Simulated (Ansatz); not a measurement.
Input file:

```yaml
crystal:
  periodic: [false, false, false]
  atoms:
    - {symbol: Si, position_ang: [0.000000, 0.000000, 0.000000]}
    - {symbol: Ga, position_ang: [0.000000, 0.000000, 2.418100]}
basis:
  gaussian: {orbitals: cc-pVDZ}
magnetization: {spin_polarized: false, initial_magnetization: 3}
correlation: {method: bccd_t, electrons: outside_noble_gas}
```

```sh
$ ansatz run in.yaml --threads 1 --pin off --events-out ev --progress --plain --max-ram 2393MiB
```

Log:

```
509 factors; integrals over basis functions are off by at most 6.8e-4 eV
mean field evaluation 1: about -60193.8098 eV, gradient 4.0e0 eV
mean field evaluation 2: about -60193.8538 eV, gradient 4.1e0 eV
mean field evaluation 4: about -60194.1308 eV, gradient 1.1e0 eV
mean field evaluation 8: about -60194.1553 eV, gradient 2.0e-1 eV
mean field evaluation 16: about -60194.1598 eV, gradient 3.3e-6 eV
mean field evaluation 32: about -60191.6391 eV, gradient 9.6e-2 eV
mean field evaluation 64: about -60190.3324 eV, gradient 1.5e0 eV
mean field evaluation 96: about -60190.8938 eV, gradient 5.3e-3 eV
mean field evaluation 128: about -60191.6751 eV, gradient 8.5e-1 eV
mean field -60194.15975117 eV, -2212.0945697887 hartree, gradient 3.3e-6 eV, S^2 3.750000; 3 other end points of the search recorded, 0 dependent functions left out
mean field evaluation 160: about -60194.2081 eV, gradient 5.9e-1 eV
determinant -60194.15975117 eV, -2212.0945697887 hartree, with singles and doubles -60197.65930944 eV, -2212.2231761828 hartree
determinant -60191.72236155 eV, -2212.0049973721 hartree, with singles and doubles -60195.01047944 eV, -2212.1258334758 hartree
determinant -60191.63938529 eV, -2212.0019480507 hartree, with singles and doubles -60195.16800352 eV, -2212.1316223791 hartree
determinant -60190.89375162 eV, -2211.9745465189 hartree, with singles and doubles -60194.72692354 eV, -2212.1154129889 hartree
19 core orbitals not correlated: weight in the atoms' cores, before any rotation towards them, 0.999 or more for the frozen orbitals, at most 0.001 for the correlated occupied ones
reference -60194.15975117 eV, -2212.0945697887 hartree; 5, 2 occupied and 21, 24 virtual orbitals, 509 factors
second order -2.71984001 eV of doubles, -0.03348423 eV of singles
cycle   1  -3.49691877 eV  change    2.6e-3 eV  update   1.1e-2
cycle   2  -3.49434715 eV  change    2.6e-3 eV  update   4.2e-3
cycle   3  -3.49115859 eV  change    3.2e-3 eV  update   3.0e-3
cycle   4  -3.49062595 eV  change    5.3e-4 eV  update   1.5e-3
cycle   5  -3.49101018 eV  change   -3.8e-4 eV  update   7.4e-4
cycle   6  -3.49100941 eV  change    7.7e-7 eV  update   2.8e-4
cycle   7  -3.49102832 eV  change   -1.9e-5 eV  update   1.0e-4
cycle   8  -3.49102333 eV  change    5.0e-6 eV  update   4.0e-5
cycle   9  -3.49101943 eV  change    3.9e-6 eV  update   1.5e-5
cycle  10  -3.49101873 eV  change    7.0e-7 eV  update   4.5e-6
perturbative correction -0.15675026 eV, -0.0057604659 hartree
Total energy: -60197.80752017 eV, -2212.2286228267 hartree
```

For the same geometry and basis full CI lies 51.1 meV lower.

Ran on 1 thread of Arm Neoverse V1, shared host: 2.8 s wall, 0.1 GiB peak host memory.
